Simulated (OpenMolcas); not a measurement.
**CClF3 (SMILES FC(F)(F)Cl): levels of theory compared**

We compute a comparison of 5 runs (B3LYP/6-31G*, M06-2X/def2-SVPD, SVWN5/def2-SVPD, r2SCAN/def2-SVPD, MP2/def2-SVPD) of CClF3. 

Program for the calculation: OpenMolcas 26.06.

1 further run of the same task is left out (it didn't finish).

## (1) Starting point

CClF3: 5 atoms, total charge 0, spin state singlet. As SMILES, `FC(F)(F)Cl`. The C2–Cl5 distance was set to 3.160 Å, away from the relaxed value. At this shape a bond of the SMILES string is far longer than usual.

Bond lengths: F1–C2 1.322 Å, C2–F3 1.322 Å, C2–F4 1.322 Å. Angles: F1–C2–F3 108.7°, F1–C2–F4 108.7°, F3–C2–F4 108.7°.

## (2) The energy at B3LYP/6-31G(d) (spherical functions) (run 1)

Contents of mol.input:

```
* CClF3 Kohn-Sham DFT

&GATEWAY
  BasLib
  $CurrDir
  Coord
  5
  angstrom
  F       -0.009092      -1.217498       1.953359
  C       -0.224992      -1.319098       0.653359
  F       -1.472392      -1.711198       0.460159
  F        0.588908      -2.235598       0.158759
  Cl       0.276300       1.463300      -0.758000
  Basis
  6-31Gs
  Group
  NoSym

&SEWARD
  GridInput
  Grid=UltraFine
  End of Grid

&SCF
  KSDFT
  B3LYP
  Thresholds
  1e-10 1e-07 1e-07 1e-05
  PrOrbitals
  1 2
```

The basis set 6-31G* is read from a file made from the Basis Set Exchange's data (not shown).

Started as:

```console
$ export MOLCAS_MEM=1860
$ pymolcas mol.input > mol.log
```

The log of the run:

```text
--- Start Module: gateway ---
[...]
--- Stop Module: gateway /rc=_RC_ALL_IS_WELL_ ---
--- Start Module: seward ---
[...]
      Basis functions           74
--- Stop Module: seward /rc=_RC_ALL_IS_WELL_ ---
[...]
--- Start Module: scf ---
[...]
       Convergence after  29 Iterations
[...]
::    Total KS-DFT energy                            -797.5830786948
[...]
      Total spin, S                                     0.0000000000
[...]
      Total electronic charge=   50.000000
      Total            charge=   -0.000000
[...]
      Dipole Moment (debye):
      Origin of the operator (angstrom)=   -0.0961   -0.6038    0.2905
                   X=  1.0267E+00               Y=  5.6983E+00               Z= -2.8902E+00           Total=  6.4714E+00
      Quadrupole Moment (debye*angstrom):
[...]
--- Stop Module: scf /rc=_RC_ALL_IS_WELL_ ---
[...]
```

Run time: 21 s. Hardware: 1 thread of Arm Neoverse V2, shared host; peak memory 0.43 GiB.

## (3) The energy at M06-2X/def2-SVPD (run 2)

Contents of test.input:

```
&GATEWAY
BasLib = $CurrDir
Coord
5
angstrom
F       -0.009092      -1.217498       1.953359
C       -0.224992      -1.319098       0.653359
F       -1.472392      -1.711198       0.460159
F        0.588908      -2.235598       0.158759
Cl       0.276300       1.463300      -0.758000
Basis = def2-SVPD
Group = NoSym
&SEWARD
GridInput
Grid=UltraFine
End of Grid
&SCF
KSDFT = M062X
Thresholds = 1e-10 1e-07 1e-07 1e-05
PrOrbitals = 1 1
```

The basis set def2-SVPD is read from a file made from the Basis Set Exchange's data (not shown).

Started as:

```console
$ export MOLCAS_MEM=1860
$ pymolcas test.input > test.log
```

The log of the run:

```text
--- Start Module: gateway ---
[...]
--- Stop Module: gateway /rc=_RC_ALL_IS_WELL_ ---
--- Start Module: seward ---
[...]
      Basis functions          116
--- Stop Module: seward /rc=_RC_ALL_IS_WELL_ ---
[...]
--- Start Module: scf ---
[...]
       Convergence after  17 Iterations
[...]
::    Total KS-DFT energy                            -797.1748416346
[...]
      Total spin, S                                     0.0000000000
[...]
      Total electronic charge=   50.000000
      Total            charge=   -0.000000
[...]
      Dipole Moment (debye):
      Origin of the operator (angstrom)=   -0.0961   -0.6038    0.2905
                   X= -5.5026E-01               Y= -3.0548E+00               Z=  1.5498E+00           Total=  3.4693E+00
      Quadrupole Moment (debye*angstrom):
[...]
--- Stop Module: scf /rc=_RC_ALL_IS_WELL_ ---
[...]
```

Run time: 49 s. Hardware: 1 thread of Arm Neoverse V2, shared host; peak memory 0.71 GiB.

Runs 3 to 4 aren't shown in full; the table further down has their settings and results.

## (4) A single-point energy at MP2/def2-SVPD (run 5)

Contents of test.inp:

```
&GATEWAY
 BasLib
 $CurrDir
 Coord
 5
 angstrom
 F       -0.009092      -1.217498       1.953359
 C       -0.224992      -1.319098       0.653359
 F       -1.472392      -1.711198       0.460159
 F        0.588908      -2.235598       0.158759
 Cl       0.276300       1.463300      -0.758000
 Basis
 def2-SVPD
 Group
 NoSym

&SEWARD

&SCF
 Thresholds
 1e-10 1e-07 1e-07 1e-05
 PrOrbitals
 1 2

&MBPT2
 Frozen
 9
```

The basis set def2-SVPD is read from a file made from the Basis Set Exchange's data (not shown).

Started as:

```console
$ export MOLCAS_MEM=1860
$ pymolcas test.inp > test.log
```

The log of the run:

```text
--- Start Module: gateway ---
[...]
--- Stop Module: gateway /rc=_RC_ALL_IS_WELL_ ---
[...]
      Basis functions          116
[...]
--- Start Module: scf ---
[...]
       Convergence after  15 Iterations
[...]
::    Total SCF energy                               -795.0990559139
[...]
      Total spin, S                                     0.0000000000
[...]
      Total electronic charge=   50.000000
      Total            charge=   -0.000000
[...]
      Dipole Moment (debye):
      Origin of the operator (angstrom)=   -0.0961   -0.6038    0.2905
                   X= -6.5684E-01               Y= -3.6466E+00               Z=  1.8499E+00           Total=  4.1414E+00
      Quadrupole Moment (debye*angstrom):
[...]
--- Stop Module: scf /rc=_RC_ALL_IS_WELL_ ---
[...]
--- Start Module: mbpt2 ---
[...]
WARNING!
Default frozen orbitals as non valence orbitals is overwritten by user input.
Default values:   9
[...]
       Reference weight ( Cref**2 )         =        0.76697
::    Total MBPT2 energy                             -796.0068354844
[...]
      Total MBPT2 calculations                           0.65      0.76
--- Stop Module: mbpt2 /rc=_RC_ALL_IS_WELL_ ---
[...]
```

Run time: 15 s. Hardware: 1 thread of Arm Neoverse V2, shared host; peak memory 0.71 GiB.

## (5) The series

```csv
run,level,integration grid,frozen core orbitals,energy (Eh),dipole moment (D) of the reference,HOMO energy (eV),LUMO energy (eV),wall time
1,B3LYP/6-31G* (spherical functions),UltraFine,–,-797.583079,6.47,-7.16,-6.88,21 s
2,M06-2X/def2-SVPD,UltraFine,–,-797.174842,3.47,-10.08,-5.69,49 s
3,SVWN5/def2-SVPD,UltraFine,–,-793.502554,16.25,-4.60,-4.60,53 s
4,r2SCAN/def2-SVPD,UltraFine,–,-797.026623,16.03,-4.68,-4.68,70 s
5,MP2/def2-SVPD,–,9,-796.006835,4.14,-11.01,-3.50,15 s
```

## (6) What came out

```
                                          quantity          value
                               run 5: total energy  -796.00684 Eh
         run 5: dipole moment (mean-field density)         4.14 D
        run 5: HOMO energy (Hartree–Fock orbitals)      -11.01 eV
        run 5: LUMO energy (Hartree–Fock orbitals)       -3.50 eV
      run 5: HOMO–LUMO gap (Hartree–Fock orbitals)        7.52 eV
run 5: correlation energy (9 core orbitals frozen)     -907.8 mEh
```

**Reading.** Over runs 1, 2, 3, 4 the dipole moment (its size) runs from 3.47 D (M06-2X/def2-SVPD) to 16.25 D (SVWN5/def2-SVPD). The two dipoles point in opposite directions. So wide a spread suggests that the runs ended on unlike SCF solutions, not only an effect of the method. Over runs 1, 2, 3, 4 the HOMO–LUMO gap runs from 0.00 eV (r2SCAN/def2-SVPD) to 4.39 eV (M06-2X/def2-SVPD). Totals of different functionals can't be ranked against each other. In runs 1, 2, 3, 4, 5 a closed-shell determinant meets a far-stretched bond, which it describes badly. All runs together took 3.5 min, the longest 70 s.
